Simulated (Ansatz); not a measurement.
**H₄NSSi+: one structure at several levels**

The task here is to estimate one member of a computed series from the others.

Method: single points in def2-TZVPP; program: Ansatz 0.2.0, Gaussian basis.

Correlated methods freeze the cores.

**Starting geometry**

SMILES `N[SiH+]S`, 7 atoms, charge 1, spin multiplicity 1.

Atoms are counted from 1 here; the program's logs count them from 0.

Bond lengths: N1–Si2 1.707 Å, N1–H4 1.053 Å, N1–H5 0.989 Å, Si2–S3 2.085 Å, Si2–H6 1.424 Å, S3–H7 1.336 Å. Angles: Si2–N1–H4 122.9°, Si2–N1–H5 124.4°, H4–N1–H5 112.7°, N1–Si2–S3 115.7°, N1–Si2–H6 117.0°, S3–Si2–H6 127.3°, Si2–S3–H7 96.4°.

Coordinates:

```xyz
7

N    -1.0809    0.4797   -0.7138
Si    0.2289    0.2103    0.3478
S     1.2401   -1.5960    0.0982
H    -1.3779   -0.2171   -1.4448
H    -1.6371    1.2979   -0.7184
H     0.5054    1.2291    1.3038
H     2.1055   -1.4224    1.1016
```

Set-up of the first run:

Contents of run/in.yaml:

```yaml
crystal:
  periodic: [false, false, false]
  atoms:
    - {symbol: N, position_ang: [-1.080900, 0.479700, -0.713800]}
    - {symbol: Si, position_ang: [0.228900, 0.210300, 0.347800]}
    - {symbol: S, position_ang: [1.240100, -1.596000, 0.098200]}
    - {symbol: H, position_ang: [-1.377900, -0.217100, -1.444800]}
    - {symbol: H, position_ang: [-1.637100, 1.297900, -0.718400]}
    - {symbol: H, position_ang: [0.505400, 1.229100, 1.303800]}
    - {symbol: H, position_ang: [2.105500, -1.422400, 1.101600]}
basis:
  gaussian: {orbitals: def2-TZVPP}
total_charge: 1
correlation: {method: ccsd_t}
output: {forces: true}
```

No record of the launch command was kept for these runs.

Among the steps run: CCSD(T)/def2-TZVPP; PBE0-D4/def2-TZVPP; wB97M-V/def2-TZVPP; r2SCAN-D4/def2-TZVPP; PBE-D4/def2-TZVPP; wB97X-V/def2-TZVPP; SPW92/def2-TZVPP.

One of the session's tables, all rows but one given; the rest of the session is left out.

```
   method  RMS force component (eV/Å)  angle to CCSD(T) forces (°)
  CCSD(T)                       0.948                    reference
  PBE0-D4                       1.016                          3.5
  wB97M-V                       0.982                          3.5
r2SCAN-D4                       0.981                          3.1
   PBE-D4                           ?                            ?
  wB97X-V                       1.024                          4.3
    SPW92                       1.098                         13.7
```

Q: Estimate the row for PBE-D4 from the others.

As computed: RMS force component (eV/Å): 0.954; angle to CCSD(T) forces (°): 10.9. In the column «RMS force component (eV/Å)» it lies between CCSD(T) (0.948) and r2SCAN-D4 (0.981).
